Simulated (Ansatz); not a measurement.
A relaxed structure of ZrS₂. Space group P-3m1 (No. 164), CdI2 type. Method: PBEsol (plane waves to 420 eV, PAW, scalar-relativistic; Ansatz, a quantum-chemistry and plane-wave program).

```xyz
3
Lattice="3.6275 0.0000 0.0000 -1.8137 3.1415 0.0000 0.0000 0.0000 5.8860" Properties=species:S:1:pos:R:3 pbc="T T T"
Zr     0.0000     0.0000     0.0000
S      0.0000     2.0943     1.4529
S      1.8137     1.0472     4.4331
```

Task: What is the computed band gap (PBEsol)?

Result: 0.77 eV, indirect (valence top at k = (0, 0.0909, 0), conduction bottom at L) (no spin-orbit coupling).

Task: What is the computed smallest direct gap (PBEsol)?

Result: 1.54 eV at Γ.

No spin polarisation in the result. Without a van der Waals term the distances between weakly bound units are poorly fixed.

Measured for ZrS2: a 3.662 Å (as listed in Torbjörn Björkman, The Journal of Chemical Physics (2014)); c 5.805 Å (corrected from measurement; as listed in Torbjörn Björkman, The Journal of Chemical Physics (2014)). Computed minus measured — a: PBEsol -0.9 %; c: PBEsol +1.4 %. The computed values are for a static lattice.

The run could not lose the symmetry of its start.
